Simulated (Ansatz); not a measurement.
# BH5OSi: a ladder of functionals and wavefunction methods

The task here is to estimate one member of a computed series from the others.

Method: functionals in def2-TZVPP, the program's frozen cores in correlated methods; program: Ansatz 0.2.0, Gaussian basis.

Levels to be run: LDA (SPW92), PBE-D4, revPBE-D4, BLYP-D4, r2SCAN-D4, B97M-V, PBE0-D4, B3LYP-D4, r2SCANh-D4, r2SCAN0-D4, HSE06-D4, BHLYP-D4, CAM-B3LYP-D4, LC-ωPBE, ωB97X-V, ωB97M-V, B2PLYP, PBE-QIDH; CCSD(T)/def2-SVP; CCSD(T)/def2-TZVPP; MP2/def2-QZVPP; extrapolation to the limit; RPA on PBE.

## The geometry

All runs share one geometry, relaxed beforehand with PBE0-D4 in a triple-zeta def2 set.

SMILES `OB[SiH3]`, 8 atoms, charge 0, spin multiplicity 1.

Atoms are counted from 1 here; the program's logs count them from 0.

Bond lengths: O1–B2 1.350 Å, O1–H4 0.962 Å, B2–Si3 2.027 Å, B2–H5 1.206 Å, Si3–H6 1.492 Å, Si3–H7 1.492 Å, Si3–H8 1.488 Å. Angles: B2–O1–H4 113.7°, O1–B2–Si3 119.4°, O1–B2–H5 119.2°, Si3–B2–H5 121.4°, B2–Si3–H6 109.6°, B2–Si3–H7 109.6°, B2–Si3–H8 113.7°, H6–Si3–H7 106.9°, H6–Si3–H8 108.4°, H7–Si3–H8 108.4°.

The first run:

in.yaml reads:

```yaml
crystal:
  periodic: [false, false, false]
  atoms:
    - {symbol: O, position_ang: [-1.370828, 0.201299, -1.193391]}
    - {symbol: B, position_ang: [-0.317214, 0.639015, -0.470807]}
    - {symbol: Si, position_ang: [0.674406, -0.657886, 0.730444]}
    - {symbol: H, position_ang: [-1.778939, 0.884435, -1.733917]}
    - {symbol: H, position_ang: [0.014047, 1.795743, -0.555767]}
    - {symbol: H, position_ang: [0.641925, -0.162223, 2.137042]}
    - {symbol: H, position_ang: [2.108697, -0.718711, 0.324967]}
    - {symbol: H, position_ang: [0.120006, -2.038872, 0.705628]}
basis:
  gaussian: {orbitals: def2-TZVPP}
hamiltonian: {xc: lda}
output: {orbitals: {seedname: orbitals}}
```

Launch:

```sh
$ ansatz run in.yaml --threads 2 --pin off --events-out ev --progress --plain --max-ram 4352MiB
```

Among the steps run: LDA; PBE-D4 (GGA); revPBE-D4 (GGA); BLYP-D4 (GGA); r2SCAN-D4 (meta-GGA); B97M-V (meta-GGA); B3LYP-D4 (hybrid); r2SCANh-D4 (hybrid); r2SCAN0-D4 (hybrid); HSE06-D4 (hybrid); BHLYP-D4 (hybrid); CAM-B3LYP-D4 (range-separated); LC-ωPBE (range-separated); ωB97X-V (range-separated); ωB97M-V (range-separated); B2PLYP (double hybrid); PBE-QIDH (double hybrid).

One of the session's tables, all rows but one given; the rest of the session is left out.

It belongs to the step «Frontier levels by functional». 

```
  functional  HOMO (eV)  gap (eV)
 LDA (SPW92)          ?         ?
      PBE-D4      -6.62      4.58
   revPBE-D4      -6.59      4.64
     BLYP-D4      -6.53      4.65
   r2SCAN-D4      -6.88      5.12
      B97M-V      -7.01      5.12
     PBE0-D4      -7.89      6.82
    B3LYP-D4      -7.71      6.43
  r2SCANh-D4      -7.35      5.94
  r2SCAN0-D4      -8.05      7.15
    HSE06-D4      -7.49      6.03
    BHLYP-D4      -9.10      9.06
CAM-B3LYP-D4      -9.27      9.34
     LC-ωPBE     -10.61     11.85
     ωB97X-V     -10.27     11.41
     ωB97M-V     -10.07     10.96
```

Estimate the missing values for LDA (SPW92).

As computed: HOMO (eV): -6.67; gap (eV): 4.40. In the column «HOMO (eV)» it lies between r2SCAN-D4 (-6.88) and PBE-D4 (-6.62).
